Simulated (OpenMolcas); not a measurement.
**doublet [H3S]2+ at 6 levels**

Wanted: a comparison of 6 runs (UB3LYP/STO-3G, UM06-2X/STO-3G, UPBE/STO-3G, UPBE0/STO-3G, ROMP2/STO-3G, ROCCSD/STO-3G) of doublet [H3S]2+. 

The calculation is run with OpenMolcas 26.06.

1 further run of the same task is left out (set aside as unsound or not needed).

## (1) The molecule

[H3S]2+: 4 atoms, total charge +2, spin state doublet. SMILES of the parent species: `[SH3+]`. Geometry: relaxed at GFN2-xTB. That shape belongs to the parent species and isn't relaxed for this state.

Bond lengths: S1–H2 1.356 Å, S1–H3 1.355 Å, S1–H4 1.355 Å. Angles: H2–S1–H3 93.7°, H2–S1–H4 93.7°, H3–S1–H4 93.7°.

## (2) A single-point energy at UB3LYP/STO-3G (run 1)

test.input

```
&GATEWAY
 BasLib=$CurrDir
 BasisSet
 S.STO-3G....
 S1 0.301620 -0.100910 -0.445950 angstrom
 End of Basis
 BasisSet
 H.STO-3G....
 H2 0.848020 0.280920 0.734350 angstrom
 H3 -0.494150 -1.037930 0.125030 angstrom
 H4 -0.655500 0.857920 -0.413440 angstrom
 End of Basis

&SEWARD
 GridInput
 Grid=UltraFine
 End of Grid

&SCF
 UHF
 Charge=2
 Spin=2
 KSDFT=B3LYP
 Thresholds=1e-10 1e-07 1e-07 1e-05
 PrOrbitals=1 1
```

The basis set STO-3G is read from a file made from the Basis Set Exchange's data (not shown).

Started as:

```
export MOLCAS_MEM=1860
pymolcas test.input > test.log
```

Output:

```text
--- Start Module: gateway ---
[...]
--- Stop Module: gateway /rc=_RC_ALL_IS_WELL_ ---
--- Start Module: seward ---
[...]
      Basis functions           12
--- Stop Module: seward /rc=_RC_ALL_IS_WELL_ ---
--- Start Module: scf ---
[...]
       Convergence after  13 Iterations
[...]
::    Total KS-DFT energy                            -394.5365633783
[...]
      Total spin, S                                     0.5003336299
[...]
      Total electronic charge=   17.000000
      Total            charge=    2.000000
[...]
      Dipole Moment (debye):
      Origin of the operator (angstrom)=    0.2669   -0.0893   -0.3946
                   X= -1.3741E+00               Y=  4.5948E-01               Z=  2.0325E+00           Total=  2.4960E+00
      Center of Charge (angstrom)
[...]
--- Stop Module: scf /rc=_RC_ALL_IS_WELL_ ---
[...]
```

Run time: 5.1 s. Hardware: 1 thread of Intel Xeon Platinum 8488C (Sapphire Rapids), shared host; peak memory 0.37 GiB.

## (3) A single-point energy at UM06-2X/STO-3G (run 2)

test.inp

```
* H3S Kohn-Sham DFT

&GATEWAY
 BASLIB
 $CurrDir
 BASISSET
 S.STO-3G....
 S1 0.301620 -0.100910 -0.445950 angstrom
 End of Basis
 BASISSET
 H.STO-3G....
 H2 0.848020 0.280920 0.734350 angstrom
 H3 -0.494150 -1.037930 0.125030 angstrom
 H4 -0.655500 0.857920 -0.413440 angstrom
 End of Basis

&SEWARD
 GRIDINPUT
 Grid=UltraFine
 End of Grid

&SCF
 UHF
 CHARGE
 2
 SPIN
 2
 KSDFT
 M062X
 THRESHOLDS
 1e-10 1e-07 1e-07 1e-05
 PRORBITALS
 1 1
```

The basis set STO-3G is read from a file made from the Basis Set Exchange's data (not shown).

Started as:

```
export MOLCAS_MEM=1860
pymolcas test.inp > test.log
```

Output:

```text
--- Start Module: gateway ---
[...]
--- Stop Module: gateway /rc=_RC_ALL_IS_WELL_ ---
--- Start Module: seward ---
[...]
      Basis functions           12
--- Stop Module: seward /rc=_RC_ALL_IS_WELL_ ---
--- Start Module: scf ---
[...]
       Convergence after  13 Iterations
[...]
::    Total KS-DFT energy                            -394.5413532371
[...]
      Total spin, S                                     0.5007388230
[...]
      Total electronic charge=   17.000000
      Total            charge=    2.000000
[...]
      Dipole Moment (debye):
      Origin of the operator (angstrom)=    0.2669   -0.0893   -0.3946
                   X= -1.3726E+00               Y=  4.5904E-01               Z=  2.0303E+00           Total=  2.4934E+00
      Center of Charge (angstrom)
[...]
--- Stop Module: scf /rc=_RC_ALL_IS_WELL_ ---
[...]
```

Wall time 5.7 s (1 thread of Intel Xeon Platinum 8488C (Sapphire Rapids), shared host); peak memory 0.37 GiB.

Runs 3 to 5 aren't shown in full; the table further down has their settings and results.

## (4) The energy at ROCCSD/STO-3G (run 6)

test.inp

```
&GATEWAY
BasLib=$CurrDir
BasisSet
S.STO-3G....
S1 0.301620 -0.100910 -0.445950 angstrom
End of Basis
BasisSet
H.STO-3G....
H2 0.848020 0.280920 0.734350 angstrom
H3 -0.494150 -1.037930 0.125030 angstrom
H4 -0.655500 0.857920 -0.413440 angstrom
End of Basis
&SEWARD
&SCF
UHF
Charge=2
Spin=2
Thresholds=1e-10 1e-07 1e-07 1e-05
PrOrbitals=1 1
&RASSCF
FileOrb=$Project.UnaOrb
Spin=2
Nactel=1 0 0
Inactive=8
Ras2=1
OutOrbitals=Canonical
OrbListing=Nothing
&MOTRA
JobIph
Frozen=5
&CCSDT
CCSD
Iterations=80
Accuracy=1e-08
Extrapolation=5 4
```

The basis set STO-3G is read from a file made from the Basis Set Exchange's data (not shown).

Started as:

```
export MOLCAS_MEM=1860
pymolcas test.inp > test.log
```

Output:

```text
--- Start Module: gateway ---
[...]
--- Stop Module: gateway /rc=_RC_ALL_IS_WELL_ ---
[...]
      Basis functions           12
[...]
       Convergence after  16 Iterations
[...]
::    Total SCF energy                               -393.9429194585
[...]
      Total spin, S                                     0.5020188614
[...]
      Number of active orbitals                  1
[...]
      Spin quantum number                      0.5
[...]
      Active orbitals                            1
[...]
      Number of CSFs                             1
[...]
      Number of root(s) required                 1
[...]
      Convergence after  7 iterations
[...]
      printout of CI-coefficients larger than  0.05 for root  1
      energy=    -393.942292
      conf/sym  1     Coeff  Weight
             1  u   1.00000 1.00000
      Natural orbitals and occupation numbers for root  1
      sym 1:   1.000000
      ************************************************************************************************************************
      *                                                    Final results                                                     *
[...]
::    RASSCF root number  1 Total energy:   -393.94229164
[...]
      Total electronic charge=   17.000000
      Total            charge=    2.000000
[...]
      Dipole Moment (debye):
      Origin of the operator (angstrom)=    0.2669   -0.0893   -0.3946
                   X= -1.3469E+00               Y=  4.5032E-01               Z=  1.9924E+00           Total=  2.4467E+00
      Center of Charge (angstrom)
[...]
--- Start Module: motra ---
[...]
      *** WARNING: Default frozen orbitals is overwritten by user input.
      *** Default values:   5
[...]
--- Stop Module: motra /rc=_RC_ALL_IS_WELL_ ---
--- Start Module: ccsdt ---
[...]
      Convergence after                    13  Iterations
      Total energy (diff) :    -393.99522441       0.00000000
[...]
--- Stop Module: ccsdt /rc=_RC_ALL_IS_WELL_ ---
[...]
```

It took 2.6 s on 1 thread of Intel Xeon Platinum 8488C (Sapphire Rapids), shared host; peak memory 0.37 GiB.

## (5) The series

```
run           level  integration grid  frozen core orbitals  energy (Eh)  HOMO energy (eV)  LUMO energy (eV)   ⟨S²⟩  wall time
  1   UB3LYP/STO-3G         UltraFine                     –  -394.536563            -29.61            -24.99  0.751      5.1 s
  2  UM06-2X/STO-3G         UltraFine                     –  -394.541353            -31.03            -22.77  0.751      5.7 s
  3     UPBE/STO-3G         UltraFine                     –  -394.346119            -28.46            -25.95  0.751      4.8 s
  4    UPBE0/STO-3G         UltraFine                     –  -394.405741            -29.98            -24.49  0.751      4.5 s
  5    ROMP2/STO-3G                 –                     5  -393.978577                 –                 –      –      2.5 s
  6   ROCCSD/STO-3G                 –                     5  -393.995224                 –                 –      –      2.6 s
```

## (6) Outcome

| quantity | value |
| --- | --- |
| run 6: total energy | -393.99522 Eh |

What this shows: Totals of different functionals can't be ranked against each other. In runs 1, 2, 3, 4, 5, 6 the basis is minimal, so the values are rough. All runs together took 25 s, the longest 5.7 s.
